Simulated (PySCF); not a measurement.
One molecule, one basis, several functionals.

Compound: C₄H₁₂Si.
SMILES: `C[Si](C)(C)C`

PySCF, def2-SVPD basis, density fitting, gas phase, PBE0-D3(BJ)/def2-SVP geometry; singlet excitations by full TDDFT with frozen cores and triplets by Tamm–Dancoff TDDFT. One functional is left out:

```json
{"functional": "LDA", "exact exchange (%)": "0", "HOMO energy (eV)": "-7.11", "LUMO energy (eV)": "-0.27", "lowest singlet excitation (eV)": "6.88", "lowest triplet excitation (eV)": "6.80", "mean polarisability (au)": "81.7"}
{"functional": "PBE", "exact exchange (%)": "0", "HOMO energy (eV)": "-7.03", "LUMO energy (eV)": "-0.18", "lowest singlet excitation (eV)": "6.89", "lowest triplet excitation (eV)": "6.79", "mean polarisability (au)": "80.3"}
{"functional": "PBE0", "exact exchange (%)": "25", "HOMO energy (eV)": "-8.34", "LUMO energy (eV)": "0.49", "lowest singlet excitation (eV)": "7.73", "lowest triplet excitation (eV)": "7.57", "mean polarisability (au)": "77.2"}
{"functional": "BHandHLYP", "exact exchange (%)": "50", "HOMO energy (eV)": "-9.59", "LUMO energy (eV)": "0.95", "lowest singlet excitation (eV)": "8.25", "lowest triplet excitation (eV)": "8.06", "mean polarisability (au)": "74.9"}
```

Task: Predict the row of B3LYP (20 % exact exchange) by straight lines through the other rows, and check it.

Result: 
```json
{"property": "HOMO energy (eV)", "line": "-8.08", "computed": "-8.14", "computed − line": "-0.06", "PBE0 (25 %), for comparison": "-8.34"}
{"property": "LUMO energy (eV)", "line": "0.28", "computed": "0.21", "computed − line": "-0.07", "PBE0 (25 %), for comparison": "0.49"}
{"property": "lowest singlet excitation (eV)", "line": "7.47", "computed": "7.48", "computed − line": "+0.01", "PBE0 (25 %), for comparison": "7.73"}
{"property": "lowest triplet excitation (eV)", "line": "7.34", "computed": "7.35", "computed − line": "+0.01", "PBE0 (25 %), for comparison": "7.57"}
{"property": "mean polarisability (au)", "line": "78.4", "computed": "77.9", "computed − line": "-0.5", "PBE0 (25 %), for comparison": "77.2"}
```

Task: Which of these properties follows the share of exact exchange most closely, and which least?

Result: Most closely the HOMO energy, least the mean polarisability; the correlations over the tabulated rows are HOMO energy -1.000, lowest triplet excitation 0.994, lowest singlet excitation 0.993, LUMO energy 0.992, mean polarisability -0.975. The HOMO energy moves by -0.504 eV for every 10 %. Functionals with the same share still differ in their other parts: at 0 % LDA and PBE differ by 0.08 eV in it.
